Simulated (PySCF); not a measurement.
This PySCF input asks for the spin–spin couplings of `[F][Cu]`, CuF; the geometry comes from PBE0-D3(BJ)/def2-SVP.

```python
import basis_set_exchange as bse
import numpy as np
from pyscf import gto, dft
from pyscf.data import nist
from pyscf.prop import ssc

atoms = """
F     0.899265   -0.067458   -0.000933
Cu   -0.849545   -0.020252   -0.021297
"""
names = {"F": "pcJ-1", "Cu": "pcSseg-1"}
basis = {el: gto.basis.parse(bse.get_basis(n, elements=[el], fmt="nwchem")) for el, n in names.items()}
mol = gto.M(atom=atoms, basis=basis, charge=0, verbose=0)
mf = dft.RKS(mol, xc="B3LYP")
mf.grids.level = 2
mf.grids.alignment = dft.numint.BLKSIZE   # the property module wants whole blocks of grid points
mf.conv_tol = 1e-9
mf.kernel()

sc = ssc.RKS(mf)
sc.with_fcsd = True   # Fermi contact and spin-dipole together
sc.max_cycle_cphf = 60
g = {"F": 5.257736}   # nuclear g factors of 19F
sc.nuc_pair = [(i, j) for i in range(mol.natm) for j in range(i + 1, mol.natm)
               if mol.atom_pure_symbol(i) in g and mol.atom_pure_symbol(j) in g]
K = sc.kernel()
unit = nist.HARTREE2J / nist.PLANCK * (0.5 * nist.E_MASS / nist.PROTON_MASS) ** 2
for (i, j), k in zip(sc.nuc_pair, K):
    a, b = mol.atom_pure_symbol(i), mol.atom_pure_symbol(j)
    J = unit * g[a] * g[b] * np.trace(k) / 3
    if abs(J) >= 1:
        print("%s%d %s%d %8.1f Hz" % (a, i, b, j, J))
```

Task: Give the expected output.

Result: 
```

```

These numbers come from an equivalent density-fitted implementation of the same equations, which agrees with the script to about 0.1 Hz, so last digits may differ.

Size and cost of the density-fitted run: 72 basis functions, 1.3 s wall time on 1 thread of an Arm Neoverse V2, shared host; peak memory 0.27 GiB.
